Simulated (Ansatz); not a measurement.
We consider rock-salt ZrC, described by HSE06-D3(BJ) (PAW; Ansatz, an electronic-structure program).

Output (set-up and result lines):

```
WARN output.stress: scf.exx.energy_threshold = 1e-6 eV is looser than the 2e-8 eV advised for a stress under a hybrid functional (1e-8 eV for each atom of the …
Crystal: 2 atoms, lattice volume = 26.256 Å³
Basis set: ecut = 460 eV, 609 PW (Γ), exchange–correlation on 48×48×48 points (8 copies of the dense FFT grid, shifted against one another)
Bands: 12, of which v1, the nominal top of the filled ones, is band 8 counted from 1 (7 counted from 0)
Symmetry: 48 space group operations
Space group: Fm-3m (ITA 225), of the structure as read, at distance tolerance 3.0e-5 Å
k-points: 47 of 1000
SCF iter   1: F=—  HF=-4437.569254 eV  |F-HF|=—  |Δ(HF+E_count)|=         —  Δρ=2.09e-3  dr2=1.28e-3
SCF iter   2: F=—  HF=-4437.569375 eV  |F-HF|=—  |Δ(HF+E_count)|=   1.21e-4  Δρ=1.31e-3  dr2=5.75e-4
  ...
SCF 1 converged in 7 iterations: F = -4437.569253 eV  dr2 = 1.11e-11
Crystal: 2 atoms, lattice volume = 26.256 Å³
Initial density: handed on by an earlier stage of this run
Crystal: 2 atoms, lattice volume = 26.256 Å³
SCF iter   3: F=—  HF=-4440.006918 eV  |F-HF|=—  |Δ(HF+E_count)|=   1.02e-7  Δρ=4.36e-6  dr2=4.99e-9
SCF iter   4: F=-4440.006918 eV  HF=-4440.006918 eV  |F-HF|=1.55e-11  |Δ(HF+E_count)|=   1.53e-9  Δρ=3.21e-7  dr2=1.04e-10
SCF 3 converged in 4 iterations: F = -4440.006918 eV  dr2 = 1.04e-10
Free energy (F): -4440.006918 eV
Internal energy: -4440.005739 eV  (E = F + TS)
E sigma→0 (E₀):  -4440.006328 eV
Fermi energy:    14.554188 eV
--- Forces (eV/Å), atoms counted from 1 ---
  atom   1  Zr    -0.00000000     0.00000000     0.00000000
  atom   2  C      0.00000000     0.00000000    -0.00000000
--- Stress (GPa, compression-positive) ---
      -10.820663      -0.000000       0.000000
       -0.000000     -10.820663       0.000000
        0.000000       0.000000     -10.820663
  P = ⅓ Tr σ = -10.8207 GPa (-108.207 kbar)
```

Question: Write an input file that could have produced this run (the log leaves some choices open).

Answer: One answer among several that fit: 
Ansatz 0.2 input:
```yaml
crystal:
  lattice:
    - [0.0, 2.3590360535, 2.3590360535]
    - [2.3590360535, 0.0, 2.3590360535]
    - [2.3590360535, 2.3590360535, 0.0]
  atoms:
    - { symbol: Zr, position: [0.0, 0.0, 0.0] }
    - { symbol: C, position: [0.5, 0.5, 0.5] }
basis:
  ecutwfc: 460
  ecutrho_ratio: 4
  xc_grid: 2
kpoints:
  mp_grid: { grid: [10, 10, 10] }
hamiltonian:
  xc: hse06
  dispersion: d3bj
  pseudopotentials: { kind: paw }
scf:
  occupations: { method: fermi_dirac, width: 0.05 }
  convergence: { dr2_threshold: 0.0000000002 }
output:
  forces: true
  stress: true
  eigenvalues: true
```

The cell is one volume of an energy–volume scan, off the minimum.

The PAW data were made under PBE.

Note: the run warned that the count of filled bands differs between k points.
